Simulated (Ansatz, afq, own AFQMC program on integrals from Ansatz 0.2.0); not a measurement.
**HBr + BH₂, doublet in cc-pVTZ along one coordinate**

```xyz
5

Br   -0.4272    0.0000    0.0000
H     0.9934    0.0000    0.0000
B     2.5028    0.0000    0.0000
H     3.0119    0.0000    1.0770
H     3.0119    0.0000   -1.0770
```

A hydrogen atom is moved from one rigid fragment to the other; the Br1–H2 distance tells how far. The two fragments are held close together, so this isn't a minimum-energy path and the start is a compressed complex. Energies in mEh count from this geometry (1.421 Å) at the same level; the start stands on UHF, each point on the determinant named.

Basis cc-pVTZ. Noble-gas cores (and the filled d shells of Ga–Kr and In–Xe) are frozen. Ansatz 0.2.0 and our own AFQMC program on the same integrals; the CISD trial comes from CCSD amplitudes, and released means the phaseless constraint is let go. Error bars are statistical, one sigma. No spin–orbit coupling.

Cautions, each for one point or more: inner d shell frozen; no relativity below Rb; no spin-orbit coupling.

| r(Br1–H2) / Å | det. | T1 | weight | ⟨S²⟩ | PBE0 | B2PLYP | CCSD(T) |
| --- | --- | --- | --- | --- | --- | --- | --- |
| 1.518 | UHF | 0.013 | 0.87 | 0.78 | -9.3 | -9.6 | -9.1 |
| 1.566 | UHF | 0.013 | 0.87 | 0.78 | -12.7 | -13.2 | -12.6 |
| 1.615 | UHF | 0.012 | 0.87 | 0.77 | -15.3 | -16.3 | -15.6 |
| 1.663 | UHF | 0.012 | 0.87 | 0.77 | -16.9 | -18.5 | -17.8 |
| 1.760 | UHF | 0.012 | 0.88 | 0.77 | -16.3 | -19.2 | -18.7 |

**Question.** Estimate the curve of phaseless AFQMC with a CISD trial, counted from the same start.

**Answer.** 
```
r(Br1–H2) / Å  det.     T1  weight  ⟨S²⟩  ph-AFQMC/CISD  released AFQMC
        1.518   UHF  0.013    0.87  0.78     -8.9 ± 0.3               –
        1.566   UHF  0.013    0.87  0.78    -12.5 ± 0.3     -12.6 ± 0.4
        1.615   UHF  0.012    0.87  0.77    -15.6 ± 0.3     -15.5 ± 0.4
        1.663   UHF  0.012    0.87  0.77    -17.2 ± 0.3     -18.3 ± 0.3
        1.760   UHF  0.012    0.88  0.77    -18.5 ± 0.3    -18.6 ± 0.4*
```

Weight is that of the determinant in the CISD state; at the start T1 is 0.012 and the weight 0.87, and ⟨S²⟩ is 0.77. An asterisk marks released energies that aren't shown to be converged. A dash marks a missing value, a released energy that hasn't settled or a functional that sits on another state. Largest departures from phaseless AFQMC with a CISD trial: CCSD(T) -0.6 mEh at 1.663 (on UHF), released AFQMC -1.1 mEh at 1.663 (on UHF), PBE0 2.1 mEh at 1.760, B2PLYP -1.3 mEh at 1.663. The walk's constraint bias lies outside its error bars, so these are departures and not errors. Functionals count only at points shown to share the start's state and spin.

A walk keeps the symmetry of its determinant, which the program's search chose and which needn't be the lowest solution, so a lower state of the same spin and another symmetry isn't excluded.
